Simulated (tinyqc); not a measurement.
Worked calculation (part 1 of 2): LCCD on RHF in the sto-3g basis, frozen core, for BH3, spin multiplicity 1. Computed by tinyqc, a small Python program that keeps every step (integrals from PySCF). Settings: charge = 0, multiplicity = 1, basis = sto-3g, method = RHF, frozen orbitals = 1, energy threshold = 1e-10, iteration cap = 63, orthogonalisation = canonical, start = Wolfsberg-Helmholz matrix, DIIS depth = 6, amplitude equations = LCCD, DIIS depth for amplitudes = 0, cap on updates = 86. Command: `OMP_NUM_THREADS=1 python tinyqc.py 25816 25817 out.jsonl` (the two numbers bound the seeds that draw the settings). One thread of a shared host (Intel(R) Xeon(R) Processor @ 2.60GHz), about 0.1 s of CPU time with the checks. The early iterations of the SCF are left out here.

## One-electron integrals

Geometry (angstrom):
```
atom          x          y         z
B      0.000000   0.000000  0.006000
H      1.140000   0.000000  0.000000
H     -0.570000   0.987000  0.000000
H     -0.570000  -0.987000  0.000000
```

Basis sto-3g: exponents (1/bohr^2) and contraction coefficients of normalised primitives:
```
element  l (shell)   exponent  coefficient
B            s (1)  48.791113     0.154329
B            s (1)   8.887362     0.535328
B            s (1)   2.405267     0.444635
B            s (2)   2.236956    -0.099967
B            s (2)   0.519821     0.399513
B            s (2)   0.169062     0.700115
B            p (3)   2.236956     0.155916
B            p (3)   0.519821     0.607684
B            p (3)   0.169062     0.391957
H            s (1)   3.425251     0.154329
H            s (1)   0.623914     0.535328
H            s (1)   0.168855     0.444635
```

Overlap, kinetic and nuclear-attraction integrals over the contracted functions; the nuclear repulsion is the sum of Za Zb / Rab.

nuclear repulsion = 7.76782129 hartree

overlap S, order 1B 1s, 1B 2s, 1B 2px, 1B 2py, 1B 2pz, 2H 1s, 3H 1s, 4H 1s:
$$\begin{pmatrix}
1.000000 & 0.269328 & 0.000000 & 0.000000 & 0.000000 & 0.074545 & 0.074585 & 0.074585 \\
0.269328 & 1.000000 & 0.000000 & 0.000000 & 0.000000 & 0.501949 & 0.502071 & 0.502071 \\
0.000000 & 0.000000 & 1.000000 & 0.000000 & 0.000000 & 0.504513 & -0.252345 & -0.252345 \\
0.000000 & 0.000000 & 0.000000 & 1.000000 & 0.000000 & 0.000000 & 0.436955 & -0.436955 \\
0.000000 & 0.000000 & 0.000000 & 0.000000 & 1.000000 & -0.002655 & -0.002656 & -0.002656 \\
0.074545 & 0.501949 & 0.504513 & 0.000000 & -0.002655 & 1.000000 & 0.124313 & 0.124313 \\
0.074585 & 0.502071 & -0.252345 & 0.436955 & -0.002656 & 0.124313 & 1.000000 & 0.124395 \\
0.074585 & 0.502071 & -0.252345 & -0.436955 & -0.002656 & 0.124313 & 0.124395 & 1.000000
\end{pmatrix}$$

kinetic energy T (hartree), order 1B 1s, 1B 2s, 1B 2px, 1B 2py, 1B 2pz, 2H 1s, 3H 1s, 4H 1s:
$$\begin{pmatrix}
10.826302 & -0.047967 & 0.000000 & 0.000000 & 0.000000 & -0.013280 & -0.013273 & -0.013273 \\
-0.047967 & 0.359168 & 0.000000 & 0.000000 & 0.000000 & 0.101407 & 0.101471 & 0.101471 \\
0.000000 & 0.000000 & 1.123881 & 0.000000 & 0.000000 & 0.255880 & -0.128028 & -0.128028 \\
0.000000 & 0.000000 & 0.000000 & 1.123881 & 0.000000 & 0.000000 & 0.221691 & -0.221691 \\
0.000000 & 0.000000 & 0.000000 & 0.000000 & 1.123881 & -0.001347 & -0.001348 & -0.001348 \\
-0.013280 & 0.101407 & 0.255880 & 0.000000 & -0.001347 & 0.760032 & -0.009782 & -0.009782 \\
-0.013273 & 0.101471 & -0.128028 & 0.221691 & -0.001348 & -0.009782 & 0.760032 & -0.009777 \\
-0.013273 & 0.101471 & -0.128028 & -0.221691 & -0.001348 & -0.009782 & -0.009777 & 0.760032
\end{pmatrix}$$

nuclear attraction V (hartree), order 1B 1s, 1B 2s, 1B 2px, 1B 2py, 1B 2pz, 2H 1s, 3H 1s, 4H 1s:
$$\begin{pmatrix}
-24.540130 & -3.514466 & 0.000012 & 0.000000 & 0.000320 & -0.982189 & -0.982728 & -0.982728 \\
-3.514466 & -5.104598 & 0.000080 & 0.000000 & 0.002702 & -2.280510 & -2.281256 & -2.281256 \\
0.000012 & 0.000080 & -5.139925 & 0.000000 & -0.000001 & -2.167116 & 1.084064 & 1.084064 \\
0.000000 & 0.000000 & 0.000000 & -5.139915 & 0.000000 & 0.000000 & -1.877103 & 1.877103 \\
0.000320 & 0.002702 & -0.000001 & 0.000000 & -4.944131 & 0.012008 & 0.012013 & 0.012013 \\
-0.982189 & -2.280510 & -2.167116 & 0.000000 & 0.012008 & -4.042267 & -0.549825 & -0.549825 \\
-0.982728 & -2.281256 & 1.084064 & -1.877103 & 0.012013 & -0.549825 & -4.042750 & -0.550195 \\
-0.982728 & -2.281256 & 1.084064 & 1.877103 & 0.012013 & -0.549825 & -0.550195 & -4.042750
\end{pmatrix}$$

core Hamiltonian H = T + V (hartree), order 1B 1s, 1B 2s, 1B 2px, 1B 2py, 1B 2pz, 2H 1s, 3H 1s, 4H 1s:
$$\begin{pmatrix}
-13.713828 & -3.562433 & 0.000012 & 0.000000 & 0.000320 & -0.995469 & -0.996001 & -0.996001 \\
-3.562433 & -4.745430 & 0.000080 & 0.000000 & 0.002702 & -2.179102 & -2.179785 & -2.179785 \\
0.000012 & 0.000080 & -4.016044 & 0.000000 & -0.000001 & -1.911236 & 0.956036 & 0.956036 \\
0.000000 & 0.000000 & 0.000000 & -4.016034 & 0.000000 & 0.000000 & -1.655412 & 1.655412 \\
0.000320 & 0.002702 & -0.000001 & 0.000000 & -3.820250 & 0.010661 & 0.010666 & 0.010666 \\
-0.995469 & -2.179102 & -1.911236 & 0.000000 & 0.010661 & -3.282236 & -0.559607 & -0.559607 \\
-0.996001 & -2.179785 & 0.956036 & -1.655412 & 0.010666 & -0.559607 & -3.282718 & -0.559971 \\
-0.996001 & -2.179785 & 0.956036 & 1.655412 & 0.010666 & -0.559607 & -0.559971 & -3.282718
\end{pmatrix}$$

## Two-electron integrals

Functions are numbered as in S; the eight-fold symmetry (ij|kl) = (ji|kl) = (kl|ij) leaves the list below.

Two-electron integrals (ij|kl) in chemists' order, unique and non-zero (hartree):
```
(11|11) 2.923513    (21|11) 0.518376    (21|21) 0.109262    (22|11) 0.744229
(22|21) 0.193177    (22|22) 0.544804    (31|31) 0.020264    (32|31) 0.029996
(32|32) 0.120346    (33|11) 0.742491    (33|21) 0.193240    (33|22) 0.544682
(33|33) 0.586773    (41|41) 0.020264    (42|41) 0.029996    (42|42) 0.120346
(43|43) 0.031630    (44|11) 0.742491    (44|21) 0.193240    (44|22) 0.544682
(44|33) 0.523513    (44|44) 0.586773    (51|51) 0.020264    (52|51) 0.029996
(52|52) 0.120346    (53|53) 0.031630    (54|54) 0.031630    (55|11) 0.742491
(55|21) 0.193240    (55|22) 0.544682    (55|33) 0.523513    (55|44) 0.523513
(55|55) 0.586773    (61|11) 0.143562    (61|21) 0.030125    (61|22) 0.053328
(61|31) 0.002227    (61|32) 0.004049    (61|33) 0.053885    (61|44) 0.053064
(61|51) -0.000012   (61|52) -0.000021   (61|53) -4.32e-06   (61|55) 0.053064
(61|61) 0.008578    (62|11) 0.307479    (62|21) 0.080832    (62|22) 0.246284
(62|31) 0.008918    (62|32) 0.051446    (62|33) 0.259348    (62|44) 0.239642
(62|51) -0.000047   (62|52) -0.000271   (62|53) -0.000104   (62|55) 0.239642
(62|61) 0.023727    (62|62) 0.146240    (63|11) 0.273801    (63|21) 0.073005
(63|22) 0.234776    (63|31) 0.015659    (63|32) 0.084146    (63|33) 0.259623
(63|44) 0.222231    (63|51) -0.000037   (63|52) -0.000239   (63|53) -0.000144
(63|55) 0.222232    (63|61) 0.022625    (63|62) 0.163826    (63|63) 0.197189
(64|41) 0.008605    (64|42) 0.038804    (64|43) 0.009955    (64|54) -0.000052
(64|64) 0.017405    (65|11) -0.001441   (65|21) -0.000384   (65|22) -0.001236
(65|31) -0.000037   (65|32) -0.000239   (65|33) -0.001262   (65|44) -0.001170
(65|51) 0.008606    (65|52) 0.038805    (65|53) 0.009955    (65|55) -0.001274
(65|61) -0.000119   (65|62) -0.000862   (65|63) -0.000946   (65|65) 0.017410
(66|11) 0.455105    (66|21) 0.121927    (66|22) 0.416699    (66|31) 0.017611
(66|32) 0.130383    (66|33) 0.466308    (66|44) 0.391690    (66|51) -0.000093
(66|52) -0.000686   (66|53) -0.000393   (66|55) 0.391692    (66|61) 0.036684
(66|62) 0.305060    (66|63) 0.373538    (66|65) -0.001966   (66|66) 0.774606
(71|11) 0.143640    (71|21) 0.030141    (71|22) 0.053356    (71|31) -0.001115
(71|32) -0.002026   (71|33) 0.053298    (71|41) 0.001930    (71|42) 0.003508
(71|43) -0.000356   (71|44) 0.053709    (71|51) -0.000012   (71|52) -0.000021
(71|53) 2.16e-06    (71|54) -3.75e-06   (71|55) 0.053093    (71|61) 0.008182
(71|62) 0.021698    (71|63) 0.019073    (71|64) 0.000940    (71|65) -0.000109
(71|66) 0.032427    (71|71) 0.008587    (72|11) 0.307583    (72|21) 0.080859
(72|22) 0.246358    (72|31) -0.004461   (72|32) -0.025734   (72|33) 0.244644
(72|41) 0.007725    (72|42) 0.044561    (72|43) -0.008536   (72|44) 0.254495
(72|51) -0.000047   (72|52) -0.000271   (72|53) 0.000052    (72|54) -0.000090
(72|55) 0.239715    (72|61) 0.021694    (72|62) 0.101216    (72|63) 0.089511
(72|64) 0.012155    (72|65) -0.000582   (72|66) 0.164559    (72|71) 0.023747
(72|72) 0.146317    (73|11) -0.136962   (73|21) -0.036519   (73|22) -0.117437
(73|31) 0.010374    (73|32) 0.050160    (73|33) -0.123308   (73|41) -0.003056
(73|42) -0.019640   (73|43) 0.012410    (73|44) -0.117719   (73|51) 0.000019
(73|52) 0.000119    (73|53) -0.000075   (73|54) 0.000040    (73|55) -0.111162
(73|61) -0.008722   (73|62) -0.034233   (73|63) -0.020460   (73|64) -0.002977
(73|65) 0.000193    (73|66) -0.045899   (73|71) -0.011324   (73|72) -0.081966
(73|73) 0.062397    (74|11) 0.237161    (74|21) 0.063236    (74|22) 0.203351
(74|31) -0.003056   (74|32) -0.019640   (74|33) 0.196272    (74|41) 0.013900
(74|42) 0.072826    (74|43) -0.011537   (74|44) 0.221086    (74|51) -0.000032
(74|52) -0.000207   (74|53) 0.000040    (74|54) -0.000121   (74|55) 0.192486
(74|61) 0.016982    (74|62) 0.083584    (74|63) 0.073484    (74|64) 0.020256
(74|65) -0.000470   (74|66) 0.135746    (74|71) 0.019608    (74|72) 0.141931
(74|73) -0.077887   (74|74) 0.152285    (75|11) -0.001442   (75|21) -0.000384
(75|22) -0.001236   (75|31) 0.000019    (75|32) 0.000119    (75|33) -0.001193
(75|41) -0.000032   (75|42) -0.000207   (75|43) 0.000040    (75|44) -0.001239
(75|51) 0.008609    (75|52) 0.038820    (75|53) -0.004980   (75|54) 0.008623
(75|55) -0.001275   (75|61) -0.000109   (75|62) -0.000582   (75|63) -0.000504
(75|64) -0.000068   (75|65) 0.011103    (75|66) -0.000996   (75|71) -0.000119
(75|72) -0.000863   (75|73) 0.000473    (75|74) -0.000820   (75|75) 0.017421
(76|11) 0.074241    (76|21) 0.019500    (76|22) 0.059898    (76|31) 0.000909
(76|32) 0.005264    (76|33) 0.060500    (76|41) 0.001575    (76|42) 0.009116
(76|43) 0.000382    (76|44) 0.060940    (76|51) -0.000019   (76|52) -0.000111
(76|53) -0.000016   (76|54) -0.000027   (76|55) 0.058203    (76|61) 0.005525
(76|62) 0.030847    (76|63) 0.031905    (76|64) 0.003319    (76|65) -0.000198
(76|66) 0.058626    (76|71) 0.005527    (76|72) 0.030854    (76|73) -0.013082
(76|74) 0.029293    (76|75) -0.000198   (76|76) 0.008002    (77|11) 0.455189
(77|21) 0.121949    (77|22) 0.416753    (77|31) -0.008810   (77|32) -0.065214
(77|33) 0.410406    (77|41) 0.015255    (77|42) 0.112924    (77|43) -0.032319
(77|44) 0.447704    (77|51) -0.000093   (77|52) -0.000686   (77|53) 0.000196
(77|54) -0.000340   (77|55) 0.391744    (77|61) 0.032416    (77|62) 0.164529
(77|63) 0.140496    (77|64) 0.028133    (77|65) -0.000996   (77|66) 0.267023
(77|71) 0.036710    (77|72) 0.305151    (77|73) -0.186849   (77|74) 0.323543
(77|75) -0.001967   (77|76) 0.058626    (77|77) 0.774606    (81|11) 0.143640
(81|21) 0.030141    (81|22) 0.053356    (81|31) -0.001115   (81|32) -0.002026
(81|33) 0.053298    (81|41) -0.001930   (81|42) -0.003508   (81|43) 0.000356
(81|44) 0.053709    (81|51) -0.000012   (81|52) -0.000021   (81|53) 2.16e-06
(81|54) 3.75e-06    (81|55) 0.053093    (81|61) 0.008182    (81|62) 0.021698
(81|63) 0.019073    (81|64) -0.000940   (81|65) -0.000109   (81|66) 0.032427
(81|71) 0.008187    (81|72) 0.021706    (81|73) -0.010356   (81|74) 0.016051
(81|75) -0.000109   (81|76) 0.005142    (81|77) 0.032434    (81|81) 0.008587
(82|11) 0.307583    (82|21) 0.080859    (82|22) 0.246358    (82|31) -0.004461
(82|32) -0.025734   (82|33) 0.244644    (82|41) -0.007725   (82|42) -0.044561
(82|43) 0.008536    (82|44) 0.254495    (82|51) -0.000047   (82|52) -0.000271
(82|53) 0.000052    (82|54) 0.000090    (82|55) 0.239715    (82|61) 0.021694
(82|62) 0.101216    (82|63) 0.089511    (82|64) -0.012155   (82|65) -0.000582
(82|66) 0.164559    (82|71) 0.021706    (82|72) 0.101252    (82|73) -0.055310
(82|74) 0.071453    (82|75) -0.000582   (82|76) 0.023187    (82|77) 0.164591
(82|81) 0.023747    (82|82) 0.146317    (83|11) -0.136962   (83|21) -0.036519
(83|22) -0.117437   (83|31) 0.010374    (83|32) 0.050160    (83|33) -0.123308
(83|41) 0.003056    (83|42) 0.019640    (83|43) -0.012410   (83|44) -0.117719
(83|51) 0.000019    (83|52) 0.000119    (83|53) -0.000075   (83|54) -0.000040
(83|55) -0.111162   (83|61) -0.008722   (83|62) -0.034233   (83|63) -0.020460
(83|64) 0.002977    (83|65) 0.000193    (83|66) -0.045899   (83|71) -0.010356
(83|72) -0.055310   (83|73) 0.040639    (83|74) -0.038248   (83|75) 0.000311
(83|76) -0.009800   (83|77) -0.094664   (83|81) -0.011324   (83|82) -0.081966
(83|83) 0.062397    (84|11) -0.237161   (84|21) -0.063236   (84|22) -0.203351
(84|31) 0.003056    (84|32) 0.019640    (84|33) -0.196272   (84|41) 0.013900
(84|42) 0.072826    (84|43) -0.011537   (84|44) -0.221086   (84|51) 0.000032
(84|52) 0.000207    (84|53) -0.000040   (84|54) -0.000121   (84|55) -0.192486
(84|61) -0.016982   (84|62) -0.083584   (84|63) -0.073484   (84|64) 0.020256
(84|65) 0.000470    (84|66) -0.135746   (84|71) -0.016051   (84|72) -0.071453
(84|73) 0.038248    (84|74) -0.040807   (84|75) 0.000403    (84|76) -0.016968
(84|77) -0.107622   (84|81) -0.019608   (84|82) -0.141931   (84|83) 0.077887
(84|84) 0.152285    (85|11) -0.001442   (85|21) -0.000384   (85|22) -0.001236
(85|31) 0.000019    (85|32) 0.000119    (85|33) -0.001193   (85|41) 0.000032
(85|42) 0.000207    (85|43) -0.000040   (85|44) -0.001239   (85|51) 0.008609
(85|52) 0.038820    (85|53) -0.004980   (85|54) -0.008623   (85|55) -0.001275
(85|61) -0.000109   (85|62) -0.000582   (85|63) -0.000504   (85|64) 0.000068
(85|65) 0.011103    (85|66) -0.000996   (85|71) -0.000109   (85|72) -0.000582
(85|73) 0.000311    (85|74) -0.000403   (85|75) 0.011108    (85|76) -0.000145
(85|77) -0.000996   (85|81) -0.000119   (85|82) -0.000863   (85|83) 0.000473
(85|84) 0.000820    (85|85) 0.017421    (86|11) 0.074241    (86|21) 0.019500
(86|22) 0.059898    (86|31) 0.000909    (86|32) 0.005264    (86|33) 0.060500
(86|41) -0.001575   (86|42) -0.009116   (86|43) -0.000382   (86|44) 0.060940
(86|51) -0.000019   (86|52) -0.000111   (86|53) -0.000016   (86|54) 0.000027
(86|55) 0.058203    (86|61) 0.005525    (86|62) 0.030847    (86|63) 0.031905
(86|64) -0.003319   (86|65) -0.000198   (86|66) 0.058626    (86|71) 0.005142
(86|72) 0.023187    (86|73) -0.009800   (86|74) 0.016968    (86|75) -0.000145
(86|76) 0.006353    (86|77) 0.036844    (86|81) 0.005527    (86|82) 0.030854
(86|83) -0.013082   (86|84) -0.029293   (86|85) -0.000198   (86|86) 0.008002
(87|11) 0.074289    (87|21) 0.019513    (87|22) 0.059937    (87|31) -0.001821
(87|32) -0.010536   (87|33) 0.061202    (87|44) 0.060318    (87|51) -0.000019
(87|52) -0.000111   (87|53) 0.000031    (87|55) 0.058241    (87|61) 0.005142
(87|62) 0.023195    (87|63) 0.019603    (87|65) -0.000145   (87|66) 0.036862
(87|71) 0.005531    (87|72) 0.030877    (87|73) -0.018848   (87|74) 0.025991
(87|75) -0.000198   (87|76) 0.006357    (87|77) 0.058671    (87|81) 0.005531
(87|82) 0.030877    (87|83) -0.018848   (87|84) -0.025991   (87|85) -0.000198
(87|86) 0.006357    (87|87) 0.008013    (88|11) 0.455189    (88|21) 0.121949
(88|22) 0.416753    (88|31) -0.008810   (88|32) -0.065214   (88|33) 0.410406
(88|41) -0.015255   (88|42) -0.112924   (88|43) 0.032319    (88|44) 0.447704
(88|51) -0.000093   (88|52) -0.000686   (88|53) 0.000196    (88|54) 0.000340
(88|55) 0.391744    (88|61) 0.032416    (88|62) 0.164529    (88|63) 0.140496
(88|64) -0.028133   (88|65) -0.000996   (88|66) 0.267023    (88|71) 0.032434
(88|72) 0.164591    (88|73) -0.094664   (88|74) 0.107622    (88|75) -0.000996
(88|76) 0.036844    (88|77) 0.267076    (88|81) 0.036710    (88|82) 0.305151
(88|83) -0.186849   (88|84) -0.323543   (88|85) -0.001967   (88|86) 0.058626
(88|87) 0.058671    (88|88) 0.774606
```

## Orthogonalisation

S = U s U^T; canonical form X = U s^(-1/2), so that X^T S X = 1. Each column of U has its largest component positive (the first on a tie).

eigenvalues of S: [0.226619, 0.316733, 0.316769, 0.948809, 1.000036, 1.558872, 1.558945, 2.073217]

X, order 1B 1s, 1B 2s, 1B 2px, 1B 2py, 1B 2pz, 2H 1s, 3H 1s, 4H 1s:
$$\begin{pmatrix}
-0.336968 & 0.000000 & -0.000337 & 0.980196 & 0.025347 & 0.000000 & 0.000061 & 0.172967 \\
1.600025 & 0.000000 & 0.001155 & -0.041891 & 0.003768 & 0.000000 & 0.000130 & 0.449104 \\
-0.001234 & 0.000000 & 1.191849 & 0.000020 & 0.000000 & 0.000000 & 0.593987 & -0.000116 \\
0.000000 & 1.191857 & 0.000000 & 0.000000 & 0.000000 & 0.594025 & 0.000000 & 0.000000 \\
-0.007844 & 0.000000 & -0.000005 & -0.027061 & 0.999623 & 0.000000 & 0.000000 & -0.002146 \\
-0.760273 & 0.000000 & -1.076459 & -0.173902 & -0.004534 & 0.000000 & 0.438737 & 0.288997 \\
-0.761899 & -0.931855 & 0.537403 & -0.173839 & -0.004532 & 0.379884 & -0.219259 & 0.289142 \\
-0.761899 & 0.931855 & 0.537403 & -0.173839 & -0.004532 & -0.379884 & -0.219259 & 0.289142
\end{pmatrix}$$

## Iteration 6 (converged): orbitals

converged F (hartree), order 1B 1s, 1B 2s, 1B 2px, 1B 2py, 1B 2pz, 2H 1s, 3H 1s, 4H 1s:
$$\begin{pmatrix}
-7.407792 & -2.176627 & 0.000003 & 0.000000 & -0.000110 & -0.616124 & -0.616448 & -0.616448 \\
-2.176627 & -1.122289 & 0.000071 & 0.000000 & 0.001900 & -0.607093 & -0.607265 & -0.607265 \\
0.000003 & 0.000071 & -0.230594 & 0.000000 & -0.000001 & -0.404990 & 0.202562 & 0.202562 \\
0.000000 & 0.000000 & 0.000000 & -0.230615 & 0.000000 & 0.000000 & -0.350752 & 0.350752 \\
-0.000110 & 0.001900 & -0.000001 & 0.000000 & 0.236398 & 0.001714 & 0.001715 & 0.001715 \\
-0.616124 & -0.607093 & -0.404990 & 0.000000 & 0.001714 & -0.438455 & -0.184850 & -0.184850 \\
-0.616448 & -0.607265 & 0.202562 & -0.350752 & 0.001715 & -0.184850 & -0.438628 & -0.184963 \\
-0.616448 & -0.607265 & 0.202562 & 0.350752 & 0.001715 & -0.184850 & -0.184963 & -0.438628
\end{pmatrix}$$

Diagonalise F' = X^T F X, C = X C', fill 4 alpha and 4 beta electrons from the bottom; D = 2 C_occ C_occ^T. Each column has its largest component positive (the first on a tie).

F' = X^T F X (hartree):
$$\begin{pmatrix}
0.716546 & 0.000000 & -0.000259 & 0.476846 & 0.011228 & 0.000000 & -0.000055 & 0.089946 \\
0.000000 & 0.790096 & 0.000000 & 0.000000 & 0.000000 & 0.087016 & 0.000000 & 0.000000 \\
-0.000259 & 0.000000 & 0.790077 & 0.000704 & 0.000018 & 0.000000 & 0.086988 & 0.000170 \\
0.476846 & 0.000000 & 0.000704 & -6.409901 & -0.181771 & 0.000000 & -0.000625 & -2.359428 \\
0.011228 & 0.000000 & 0.000018 & -0.181771 & 0.231428 & 0.000000 & -0.000018 & -0.065956 \\
0.000000 & 0.087016 & 0.000000 & 0.000000 & 0.000000 & -0.471193 & 0.000000 & 0.000000 \\
-0.000055 & 0.000000 & 0.086988 & -0.000625 & -0.000018 & 0.000000 & -0.471194 & -0.000251 \\
0.089946 & 0.000000 & 0.000170 & -2.359428 & -0.065956 & 0.000000 & -0.000251 & -1.646755
\end{pmatrix}$$

orbital energies (hartree): MO1 -7.413455, MO2 -0.682706, MO3 -0.477168, MO4 -0.477165, MO5 0.236396, MO6 0.751083, MO7 0.796049, MO8 0.796071

coefficients C, order 1B 1s, 1B 2s, 1B 2px, 1B 2py, 1B 2pz, 2H 1s, 3H 1s, 4H 1s:
$$\begin{pmatrix}
0.990805 & -0.230832 & 0.000000 & -0.000044 & -0.002051 & -0.264402 & 0.001030 & 0.000000 \\
0.038197 & 0.540311 & 0.000000 & 0.000166 & 0.009393 & 1.571630 & -0.006377 & 0.000000 \\
-0.000003 & -0.000112 & 0.000000 & 0.510972 & 0.000000 & 0.004609 & 1.229721 & 0.000000 \\
0.000000 & 0.000000 & 0.510984 & 0.000000 & 0.000000 & 0.000000 & 0.000000 & 1.229750 \\
-0.000042 & -0.001055 & 0.000000 & 0.000000 & 0.999960 & -0.011094 & 0.000044 & 0.000000 \\
-0.006633 & 0.280305 & 0.000000 & 0.511384 & -0.002878 & -0.788019 & -1.040163 & 0.000000 \\
-0.006634 & 0.280460 & 0.442826 & -0.255588 & -0.002877 & -0.782125 & 0.524838 & -0.903643 \\
-0.006634 & 0.280460 & -0.442826 & -0.255588 & -0.002877 & -0.782125 & 0.524838 & 0.903643
\end{pmatrix}$$

D after iteration 6, order 1B 1s, 1B 2s, 1B 2px, 1B 2py, 1B 2pz, 2H 1s, 3H 1s, 4H 1s:
$$\begin{pmatrix}
2.069955 & -0.173750 & 0.000002 & 0.000000 & 0.000404 & -0.142594 & -0.142602 & -0.142602 \\
-0.173750 & 0.586790 & 0.000049 & 0.000000 & -0.001143 & 0.302567 & 0.302480 & 0.302480 \\
0.000002 & 0.000049 & 0.522185 & 0.000000 & 0.000001 & 0.522543 & -0.261259 & -0.261259 \\
0.000000 & 0.000000 & 0.000000 & 0.522210 & 0.000000 & 0.000000 & 0.452554 & -0.452554 \\
0.000404 & -0.001143 & 0.000001 & 0.000000 & 0.000002 & -0.000590 & -0.000591 & -0.000591 \\
-0.142594 & 0.302567 & 0.522543 & 0.000000 & -0.000590 & 0.680257 & -0.104090 & -0.104090 \\
-0.142602 & 0.302480 & -0.261259 & 0.452554 & -0.000591 & -0.104090 & 0.680245 & -0.104136 \\
-0.142602 & 0.302480 & -0.261259 & -0.452554 & -0.000591 & -0.104090 & -0.104136 & 0.680245
\end{pmatrix}$$

Within a degenerate level the vectors are fixed only up to a rotation; this is one choice.
